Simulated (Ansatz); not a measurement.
Consider the substitution at a C–C bond: `C=CCCC=C` + HCl → `C=CCCl` + propene.

Isolated molecules relaxed with PBE0-D4/def2-TZVP in Ansatz; ΔE leaves out vibrations. CCSD(T)/CBS adds triple-zeta CCSD(T) − MP2 to the extrapolated MP2 energy (def2 sets, frozen cores). This one scheme is used for every species. DFT in def2-TZVPP. Each species was taken in one conformer, which may not be the lowest.

`C=CCCC=C`:

```xyz
16

C     2.235   -1.148    0.021
C     0.964   -1.399    0.302
C     0.062   -0.506    1.086
C    -1.157   -0.032    0.283
C    -0.792    0.848   -0.864
C    -1.228    2.088   -1.035
H     2.719   -0.238    0.362
H     2.837   -1.841   -0.556
H     0.516   -2.322   -0.065
H    -0.301   -1.050    1.967
H     0.621    0.360    1.451
H    -1.848    0.496    0.946
H    -1.691   -0.916   -0.091
H    -0.103    0.423   -1.592
H    -1.910    2.551   -0.328
H    -0.923    2.686   -1.887
```

HCl:

Cartesian coordinates in Å:
```
Cl -0.412 -0.451 0.188
H 0.412 0.451 -0.188
```

`C=CCCl`:

Z-matrix (Å, degrees):
```
C
C 1 1.483
Cl 1 1.795 2 111.0
H 1 1.089 2 111.7 3 -119.4
H 1 1.090 2 111.8 3 117.6
C 2 1.325 1 123.4 3 119.5
H 2 1.087 1 116.1 3 -60.9
H 6 1.083 2 121.5 1 178.8
H 6 1.085 2 121.4 1 -1.1
```

`C=CC`:

Cartesian coordinates in Å:
```
C -0.488 1.260 -0.307
C 0.424 0.314 -0.132
C 0.138 -1.085 0.293
H -1.544 1.065 -0.143
H -0.215 2.261 -0.619
H 1.470 0.558 -0.309
H 0.487 -1.802 -0.456
H 0.660 -1.326 1.224
H -0.931 -1.244 0.448
```

Q: Is it downhill or uphill in electronic energy at CCSD(T)/CBS, and by how much? (An estimate is asked.)

A: The calculation gave: Uphill: ΔE = +5.3 kcal/mol.

Q: What do these levels give: r2SCAN-D4, r2SCAN0-D4, BHLYP-D4, ωB97X-V, PBE-QIDH, r2SCAN, PBE0, r2SCANh, CCSD/def2-SVP, MP2/def2-TZVPP, SCS-MP2/def2-TZVPP, MP2/def2-QZVPP? (Estimate.)

A: The calculation gave: r2SCAN-D4 3.9, r2SCAN0-D4 4.5, BHLYP-D4 4.2, ωB97X-V 4.5, PBE-QIDH 5.1, r2SCAN 3.4, PBE0 3.4, r2SCANh 3.6, CCSD/def2-SVP 8.0, MP2/def2-TZVPP 6.3, SCS-MP2/def2-TZVPP 5.3, MP2/def2-QZVPP 5.9 kcal/mol.

Largest T1 diagnostic among the species: 0.010.

At CCSD(T), def2-SVP lies +2.9 kcal/mol from the extrapolated value and def2-TZVPP +0.6 kcal/mol. In def2-TZVPP, CCSD(T) changes the Hartree–Fock value by +3.1 kcal/mol (the triples alone add +0.1 kcal/mol) and MP2 by +3.5 kcal/mol.
